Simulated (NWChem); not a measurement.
The numbers come from NWChem runs, not from measurements. System: oxygen (O$_{2}$), charge 0, spin multiplicity 3, at a geometry optimised with UB3LYP/def2-SVP. Its SCF solution wasn't tested for a lower state. Level: UMP2/cc-pVDZ, 2 core orbitals frozen.

Job file:

```
start mol
memory heap 200 mb stack 800 mb global 1000 mb
geometry units angstroms nocenter noautoz
  O      0.000000     0.000000     0.599976
  O      0.000000     0.000000    -0.599976
  symmetry group D2h
end
basis spherical
  * library cc-pvdz
end
scf
  uhf
  nopen 2
  maxiter 100
  thresh 1e-7
  semidirect memsize 60000000 filesize 0
  # guess.movecs holds the orbitals of an unrestricted PBE0 run
  vectors input guess.movecs output mol.movecs
end
mp2
  freeze core 2
end
task mp2 energy
```

Part of the output:

```
             Northwest Computational Chemistry Package (NWChem) 7.3.0
             --------------------------------------------------------

                                NWChem Input Module
                                -------------------

 Scaling coordinates for geometry "geometry" by  1.889725989
 (inverse scale =  0.529177249)

 Turning off AUTOSYM since
 SYMMETRY directive was detected!

                             Geometry "geometry" -> ""
                             -------------------------

 Output coordinates in angstroms (scale by  1.889725989 to convert to a.u.)

  No.       Tag          Charge          X              Y              Z
 ---- ---------------- ---------- -------------- -------------- --------------
    1 O                    8.0000     0.00000000     0.00000000     0.59997600
    2 O                    8.0000     0.00000000     0.00000000    -0.59997600

 Effective nuclear repulsion energy (a.u.)      28.2239155699

            Nuclear Dipole moment (a.u.)
            ----------------------------
        X                 Y               Z
 ---------------- ---------------- ----------------
     0.0000000000     0.0000000000     0.0000000000

      Symmetry information
      --------------------

 Group name             D2h
 Group number             26
 Group order               8
 No. of unique centers     1

      Symmetry unique atoms

     1


 Summary of "ao basis" -> "" (spherical)
 ------------------------------------------------------------------------------
       Tag                 Description            Shells   Functions and Types
 ---------------- ------------------------------  ------  ---------------------
 *                          cc-pvdz                   on all atoms

 Summary of "ao basis" -> "ao basis" (spherical)
 ------------------------------------------------------------------------------
       Tag                 Description            Shells   Functions and Types
 ---------------- ------------------------------  ------  ---------------------
 O                          cc-pvdz                  6       14   3s2p1d

                                 NWChem SCF Module
                                 -----------------

  ao basis        = "ao basis"
  functions       =    28
  atoms           =     2
  alpha electrons =     9
  beta  electrons =     7
  charge          =   0.00
  wavefunction    = UHF
  use symmetry    = T
  symmetry adapt  = T

 Summary of "ao basis" -> "ao basis" (spherical)
 ------------------------------------------------------------------------------
       Tag                 Description            Shells   Functions and Types
 ---------------- ------------------------------  ------  ---------------------
 O                          cc-pvdz                  6       14   3s2p1d

      Symmetry analysis of basis
      --------------------------

        ag          7
        au          1
        b1g         1
        b1u         7
        b2g         3
        b2u         3
        b3g         3
        b3u         3

 Forming initial guess at       0.1s

   Symmetry analysis of molecular orbitals - initial alpha
   -------------------------------------------------------

  Numbering of irreducible representations:

     1 ag          2 au          3 b1g         4 b1u         5 b2g
     6 b2u         7 b3g         8 b3u

  Orbital symmetries:

     1 ag          2 b1u         3 ag          4 b1u         5 b3u
     6 b2u         7 ag          8 b3g         9 b2g        10 b1u
    11 b1u        12 b3u        13 b2u        14 ag         15 b2g
    16 b3g        17 ag         18 b1u        19 b2u

   Symmetry analysis of molecular orbitals - initial beta
   ------------------------------------------------------

  Numbering of irreducible representations:

     1 ag          2 au          3 b1g         4 b1u         5 b2g
     6 b2u         7 b3g         8 b3u

  Orbital symmetries:

     1 ag          2 b1u         3 ag          4 b1u         5 ag
     6 b2u         7 b3u         8 b2g         9 b3g        10 b1u
    11 b1u        12 b3u        13 b2u        14 ag         15 b3g
    16 b2g        17 ag         18 b1u        19 b2u

 Starting SCF solution at       0.1s

 ----------------------------------------------
         Quadratically convergent UHF

 Convergence threshold     :          1.000E-07
 Maximum no. of iterations :          100
 Integral*density screening:          1.000E-09
 ----------------------------------------------

              iter       energy          gnorm     gmax       time
             ----- ------------------- --------- --------- --------
                 1     -149.6193385600  3.42D-01  1.15D-01      0.2
                 2     -149.6278247801  8.12D-02  2.82D-02      0.3
                 3     -149.6289940907  6.24D-03  1.80D-03      0.3
                 4     -149.6289996580  1.15D-05  4.82D-06      0.3
                 5     -149.6289996580  2.32D-09  8.16D-10      0.4

       Final UHF  results
       ------------------

         Total SCF energy =   -149.628999657972
      One electron energy =   -261.927389695621
      Two electron energy =     84.074474467709
 Nuclear repulsion energy =     28.223915569940

                       Sz =      1.0000
                 Sz(Sz+1) =      2.0000
                      S^2 =      2.0326

        Time for solution =      0.3s

       Symmetry analysis of molecular orbitals - alpha
       -----------------------------------------------

  Numbering of irreducible representations:

     1 ag          2 au          3 b1g         4 b1u         5 b2g
[...]
     4      0.655611  1 O  px                18      0.655611  2 O  px
     7     -0.636400  1 O  px                21     -0.636400  2 O  px

 Vector   12  Occ=0.000000D+00  E= 1.054292D+00  Symmetry=b2u
              MO Center=  9.7D-40,  1.4D-22,  1.3D-17, r^2= 1.5D+00
   Bfn.  Coefficient  Atom+Function         Bfn.  Coefficient  Atom+Function
  ----- ------------  ---------------      ----- ------------  ---------------
     5      0.655611  1 O  py                19      0.655611  2 O  py
     8     -0.636400  1 O  py                22     -0.636400  2 O  py

                     UHF Final Beta Molecular Orbital Analysis
                     -----------------------------------------

 Vector    5  Occ=1.000000D+00  E=-6.989368D-01  Symmetry=ag
              MO Center=  1.9D-19,  1.9D-19,  6.1D-17, r^2= 1.1D+00
   Bfn.  Coefficient  Atom+Function         Bfn.  Coefficient  Atom+Function
  ----- ------------  ---------------      ----- ------------  ---------------
     6      0.455341  1 O  pz                20     -0.455341  2 O  pz
     3      0.284870  1 O  s                 17      0.284870  2 O  s
     9      0.247262  1 O  pz                23     -0.247262  2 O  pz

 Vector    6  Occ=1.000000D+00  E=-5.759817D-01  Symmetry=b3u
              MO Center=  1.3D-21,  7.4D-39,  2.1D-17, r^2= 9.0D-01
   Bfn.  Coefficient  Atom+Function         Bfn.  Coefficient  Atom+Function
  ----- ------------  ---------------      ----- ------------  ---------------
     4      0.405241  1 O  px                18      0.405241  2 O  px
     7      0.316472  1 O  px                21      0.316472  2 O  px

 Vector    7  Occ=1.000000D+00  E=-5.759817D-01  Symmetry=b2u
              MO Center=  6.7D-39,  1.2D-21, -4.8D-18, r^2= 9.0D-01
   Bfn.  Coefficient  Atom+Function         Bfn.  Coefficient  Atom+Function
  ----- ------------  ---------------      ----- ------------  ---------------
     5      0.405241  1 O  py                19      0.405241  2 O  py
     8      0.316472  1 O  py                22      0.316472  2 O  py

 Vector    8  Occ=0.000000D+00  E= 1.183746D-01  Symmetry=b3g
              MO Center= -4.7D-19, -4.4D-20, -1.2D-16, r^2= 1.1D+00
   Bfn.  Coefficient  Atom+Function         Bfn.  Coefficient  Atom+Function
  ----- ------------  ---------------      ----- ------------  ---------------
     8      0.538740  1 O  py                22     -0.538740  2 O  py
     5      0.442876  1 O  py                19     -0.442876  2 O  py

 Vector    9  Occ=0.000000D+00  E= 1.183746D-01  Symmetry=b2g
              MO Center= -1.6D-19,  5.7D-19, -7.8D-17, r^2= 1.1D+00
   Bfn.  Coefficient  Atom+Function         Bfn.  Coefficient  Atom+Function
  ----- ------------  ---------------      ----- ------------  ---------------
     7      0.538740  1 O  px                21     -0.538740  2 O  px
     4      0.442876  1 O  px                18     -0.442876  2 O  px

 Vector   10  Occ=0.000000D+00  E= 5.144979D-01  Symmetry=b1u
              MO Center=  1.2D-19,  3.2D-20, -4.1D-16, r^2= 1.6D+00
   Bfn.  Coefficient  Atom+Function         Bfn.  Coefficient  Atom+Function
  ----- ------------  ---------------      ----- ------------  ---------------
     3      1.363953  1 O  s                 17     -1.363953  2 O  s
     9     -1.275976  1 O  pz                23     -1.275976  2 O  pz
     6     -0.380463  1 O  pz                20     -0.380463  2 O  pz
     2      0.186140  1 O  s                 16     -0.186140  2 O  s

 center of mass
 --------------
 x =   0.00000000 y =   0.00000000 z =   0.00000000

 moments of inertia (a.u.)
 ------------------
          41.122283656677           0.000000000000           0.000000000000
           0.000000000000          41.122283656677           0.000000000000
           0.000000000000           0.000000000000           0.000000000000

  Mulliken analysis of the total density
  --------------------------------------

    Atom       Charge   Shell Charges
 -----------   ------   -------------------------------------------------------
    1 O    8     8.00   2.00  0.90  0.97  2.67  1.42  0.04
    2 O    8     8.00   2.00  0.90  0.97  2.67  1.42  0.04

  Mulliken analysis of the alpha density
  --------------------------------------

    Atom       Charge   Shell Charges
 -----------   ------   -------------------------------------------------------
    1 O    8     4.50   1.00  0.48  0.48  1.75  0.77  0.02
    2 O    8     4.50   1.00  0.48  0.48  1.75  0.77  0.02

   Mulliken analysis of the beta density
   -------------------------------------

    Atom       Charge   Shell Charges
 -----------   ------   -------------------------------------------------------
    1 O    8     3.50   1.00  0.43  0.49  0.92  0.64  0.02
    2 O    8     3.50   1.00  0.43  0.49  0.92  0.64  0.02

   Mulliken analysis of the spin density
   -------------------------------------

    Atom       Charge   Shell Charges
 -----------   ------   -------------------------------------------------------
    1 O    8     1.00   0.00  0.05 -0.01  0.83  0.13 -0.00
    2 O    8     1.00   0.00  0.05 -0.01  0.83  0.13 -0.00

       Multipole analysis of the density wrt the origin
       ------------------------------------------------

     L   x y z        total         alpha         beta         nuclear
     -   - - -        -----         -----         ----         -------
     0   0 0 0     -0.000000     -9.000000     -7.000000     16.000000

     1   1 0 0     -0.000000      0.000000     -0.000000      0.000000
     1   0 1 0     -0.000000     -0.000000     -0.000000      0.000000
     1   0 0 1     -0.000000     -0.000000     -0.000000      0.000000

     2   2 0 0     -7.314364     -4.124173     -3.190190      0.000000
     2   1 1 0     -0.000000      0.000000     -0.000000      0.000000
     2   1 0 1      0.000000      0.000000      0.000000      0.000000
     2   0 2 0     -7.314364     -4.124173     -3.190190      0.000000
     2   0 1 1      0.000000      0.000000      0.000000      0.000000
     2   0 0 2     -7.778386    -15.932819    -12.413251     20.567685

                   NWChem MP2 Semi-direct Energy/Gradient Module
                   ---------------------------------------------

  Basis functions       =     28
  Molecular orbitals    =     28
  Frozen core           =      2
  Frozen virtuals       =      0
  Active alpha occupied =      7
  Active beta occupied  =      5
  Active alpha virtual  =     19
  Active beta virtual   =     21
  Use MO symmetry       = T
  Use skeleton AO sym   = T

  AO/Fock/Back tols     =   1.0D-09  1.0D-09  1.0D-09

 GA uses MA = F    GA memory limited = T

 Available:
  local mem=  1.15D+08
 global mem=  1.31D+08
 local disk=  0.00D+00
  mp2_memr nvloc                    19
  nvloc new                    19
   1 passes of   7:        2097152                       4990                    184980.
   1 passes of   7: M    114686302           G      131070432           F     112589150.

 Semi-direct pass number   1 of   1  for UHF alpha       at        0.5s
  vrange nnbf                   406
  mp2_eaftype                    10  avail_ma_in_mb                   999
 EAF : mp2_eaftype filesize          10      92490.
  mp2_eaf for mointskh                     10
Node 0 wrote      0.4 Mb in      0.0 s     Agg I/O rate:   586.8 Mb/s
 Done moints_semi at        0.9s
  mp2_eaftype                    10  avail_ma_in_mb                   989
 EAF : mp2_eaftype filesize          10      92490.
  mp2_eaf for kh                    10
 Done maket at        0.9s
 Done multipass loop at        0.9s

 GA uses MA = F    GA memory limited = T

 Available:
  local mem=  1.15D+08
 global mem=  1.31D+08
 local disk=  0.00D+00
  mp2_memr nvloc                    21
  nvloc new                    21
   1 passes of   5:        2097152                       4276                    146329.
   1 passes of   5: M    114686302           G      131070432           F     112589150.

 Semi-direct pass number   1 of   1  for UHF beta        at        0.9s
  vrange nnbf                   406
  mp2_eaftype                    10  avail_ma_in_mb                   999
 EAF : mp2_eaftype filesize          10      73165.
  mp2_eaf for mointskh                     10
Node 0 wrote      0.3 Mb in      0.0 s     Agg I/O rate:   536.6 Mb/s
 Done moints_semi at        1.3s
  mp2_eaftype                    10  avail_ma_in_mb                   989
 EAF : mp2_eaftype filesize          10      73165.
  mp2_eaf for kh                    10
 Done maket at        1.3s
 Done multipass loop at        1.3s

          -------------------------------------------
          SCF energy                -149.628999657972
          Correlation energy          -0.342942553875
          Singlet pairs                0.000000000000
          Triplet pairs                0.000000000000
          Total MP2 energy          -149.971942211847
          -------------------------------------------

          ---------------------------------------------------
                    Spin Component Scaled (SCS) MP2
          Same spin pairs                     -0.105026250142
          Same spin scaling factor             0.333333333333
          Opposite spin pairs                 -0.237916303733
          Opposite spin scaling fact.          1.200000000000
          SCS-MP2 correlation energy          -0.320508314527
          Total SCS-MP2 energy              -149.949507972499
          ---------------------------------------------------

 -----------------------
 Performance information
 -----------------------

 Timer overhead =  2.70D-07 seconds/call

               Nr. of calls         CPU time (s)                 Wall time (s)                GFlops
             ---------------    -------------------     ------------------------------   -------------------
Name         Min   Avg   Max    Min     Avg     Max     Min     Avg     Max   Mx/calls   Min     Max     Sum
mp2: moin     2     2     2   0.76    0.76    0.76     0.76    0.76    0.76    0.38      0.0     0.0     0.0
mp2: make     2     2     2   2.97E-2 2.97E-2 2.97E-2  2.97E-2 2.97E-2 2.97E-2 1.49E-2   0.0     0.0     0.0
mp2: tota     1     1     1   0.85    0.85    0.85     0.85    0.85    0.85    0.85      0.0     0.0     0.0

 The average no. of pstat calls per process was 5.00D+00
 with a timing overhead of 1.35D-06s

 Task  times  cpu:        1.3s     wall:        1.3s

 Total times  cpu:        1.3s     wall:        1.3s
```
